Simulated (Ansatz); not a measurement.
Rhombohedral A7 Sb, treated with LDA+SOC (plane waves, PAW; Ansatz, a quantum-chemistry and plane-wave program).

Settings: plane-wave cutoff 520 eV, 12×12×12 k mesh, Fermi–Dirac smearing 0.1 eV, perturbation theory, PAW data made under PBE.

Computed at the level's own relaxed cell.

Harmonic phonon frequencies (cm⁻¹; i marks an imaginary mode):

| q point | frequencies |
|---|---|
| Γ | 0 0 0 88 88 135 |
| T | [?] |
| L | [?] |
| F | 44 48 60 116 124 133 |

**Question.** Some entries are withheld; supply them.

**Answer.** 
- T, frequencies: 68 68 89 146 146 161
- L, frequencies: 77 91 92 139 142 153

No imaginary mode appears at these points.
